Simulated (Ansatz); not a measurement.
**Abstraction of F: HOF + SiH2(CH3) → OH + SiH2(CH3)F**

Species: HOF `OF`, singlet; SiH2(CH3), doublet; OH, doublet; SiH2(CH3)F, singlet. A radical takes F: the energy is the difference in strength between the O–F bond broken and the Si–F bond made.

Shapes, held fixed at every level: PBE0-D4/def2-TZVP. Programs: Ansatz 0.2.0. The zero-point and thermal change to 298 K, harmonic and unscaled (PBE0-D4/def2-TZVP), is -1.3 kJ/mol.

| level | kind | ΔH(298 K) (kJ/mol) | less CCSD(T)/CBS estimate |
| --- | --- | --- | --- |
| SPW92/def2-TZVPP | LDA | -367.3 | +82.5 |
| PBE-D4/def2-TZVPP | GGA | -383.8 | +66.0 |
| wB97M-V/def2-TZVPP | range-separated hybrid | -442.8 | +7.0 |
| B2PLYP/def2-TZVPP | double hybrid | -444.1 | +5.7 |
| MP2/def2-SVP | perturbation theory | -426.9 | +22.9 |
| MP2/def2-TZVPP | perturbation theory | -449.2 | +0.6 |
| CCSD/def2-TZVPP | coupled cluster or CI | -457.9 | -8.1 |
| CCSD(T)/CBS estimate | coupled cluster or CI | -449.8 | 0.0 |

The highest level, CCSD(T)/CBS estimate, gives ΔH(298 K) = -449.8 kJ/mol; the levels span -457.9 to -367.3. The column of differences is taken from that level and isn't an error. No measured value is set beside it here. Open shells run unrestricted unless RO is named. The CBS estimate extrapolates MP2 from def2-TZVPP and def2-QZVPP and adds CCSD(T) − MP2 in the triple-zeta set, cores frozen.
